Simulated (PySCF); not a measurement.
ethane (C₂H₆), SMILES CC. Atoms are numbered in the order given.

```xyz
8

C      0.0000     0.0000    -0.7616
C      0.0000     0.0000     0.7616
H     -0.8813    -0.5088    -1.1594
H      0.8813    -0.5088    -1.1594
H      0.0000     1.0177    -1.1594
H     -0.8813     0.5088     1.1594
H      0.8813     0.5088     1.1594
H      0.0000    -1.0177     1.1594
```
Charge 0, spin multiplicity 1.

The structure is a stationary point at r2SCAN-D4/def2-TZVP.

The numbers are results of B3LYP/pcJ-1 (PySCF), not measurements.

Isotropic couplings with Fermi-contact, spin-dipole and both spin-orbit terms, one fixed conformer, no vibrational averaging. Isotopes: 13C, 1H.

```json
[
 {"pair": "C1–C2", "bonds apart": "1", "J (Hz)": "37.1"},
 {"pair": "C1–H3", "bonds apart": "1", "J (Hz)": "131.4"},
 {"pair": "C1–H4", "bonds apart": "1", "J (Hz)": "131.4"},
 {"pair": "C1–H5", "bonds apart": "1", "J (Hz)": "131.4"},
 {"pair": "C2–H6", "bonds apart": "1", "J (Hz)": "131.4"},
 {"pair": "C2–H7", "bonds apart": "1", "J (Hz)": "131.4"},
 {"pair": "C2–H8", "bonds apart": "1", "J (Hz)": "131.4"},
 {"pair": "C1–H6", "bonds apart": "2", "J (Hz)": "-3.6"},
 {"pair": "C1–H7", "bonds apart": "2", "J (Hz)": "-3.6"},
 {"pair": "C1–H8", "bonds apart": "2", "J (Hz)": "-3.6"},
 {"pair": "C2–H3", "bonds apart": "2", "J (Hz)": "-3.6"},
 {"pair": "C2–H4", "bonds apart": "2", "J (Hz)": "-3.6"},
 {"pair": "C2–H5", "bonds apart": "2", "J (Hz)": "-3.6"},
 {"pair": "H3–H4", "bonds apart": "2", "J (Hz)": "___"},
 {"pair": "H3–H5", "bonds apart": "2", "J (Hz)": "___"},
 {"pair": "H4–H5", "bonds apart": "2", "J (Hz)": "___"},
 {"pair": "H6–H7", "bonds apart": "2", "J (Hz)": "___"},
 {"pair": "H6–H8", "bonds apart": "2", "J (Hz)": "___"},
 {"pair": "H7–H8", "bonds apart": "2", "J (Hz)": "___"},
 {"pair": "H3–H6", "bonds apart": "3", "J (Hz)": "___"},
 {"pair": "H3–H7", "bonds apart": "3", "J (Hz)": "___"},
 {"pair": "H3–H8", "bonds apart": "3", "J (Hz)": "___"},
 {"pair": "H4–H6", "bonds apart": "3", "J (Hz)": "___"},
 {"pair": "H4–H7", "bonds apart": "3", "J (Hz)": "___"},
 {"pair": "H4–H8", "bonds apart": "3", "J (Hz)": "___"},
 {"pair": "H5–H6", "bonds apart": "3", "J (Hz)": "___"},
 {"pair": "H5–H7", "bonds apart": "3", "J (Hz)": "___"},
 {"pair": "H5–H8", "bonds apart": "3", "J (Hz)": "___"}
]
```

Task: Fill in the missing entries. (Estimate from the structure and the level; the computed values follow.)

Result: 
- H3–H4, J (Hz): -13.7
- H3–H5, J (Hz): -13.7
- H4–H5, J (Hz): -13.7
- H6–H7, J (Hz): -13.7
- H6–H8, J (Hz): -13.7
- H7–H8, J (Hz): -13.7
- H3–H6, J (Hz): 4.2
- H3–H7, J (Hz): 17.8
- H3–H8, J (Hz): 4.2
- H4–H6, J (Hz): 17.8
- H4–H7, J (Hz): 4.2
- H4–H8, J (Hz): 4.2
- H5–H6, J (Hz): 4.2
- H5–H7, J (Hz): 4.2
- H5–H8, J (Hz): 17.8
